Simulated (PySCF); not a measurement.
nitrous oxide (N₂O), SMILES [N+]([O-])#N. Atoms are numbered in the order given.

```xyz
3

N      0.0000     0.0000    -1.1894
N      0.0000     0.0000    -0.0713
O      0.0000     0.0000     1.1031
```
Charge 0, spin multiplicity 1.

Coordinates come from a PBE0-D3(BJ)/def2-TZVP optimisation.

Two levels are set side by side: PBE/pcJ-1 (PySCF) and B3LYP/pcJ-1 (PySCF). One-bond couplings, all four terms, same geometry. Isotopes: 14N, 17O. Differences are taken from unrounded values.

```csv
quantity,PBE
"¹J(N1,N2) (Hz)",-4.7
```

Q: These are the PBE values. What does B3LYP give? (An estimate is asked for; the answer gives what the named calculation found.)

A: 
```
quantity        B3LYP  PBE minus B3LYP
--------------  -----  ---------------
¹J(N1,N2) (Hz)   -2.5             -2.2
```

Rough cost on one machine, each run with all the roots and properties that it gave: B3LYP against PBE within a factor of 2.
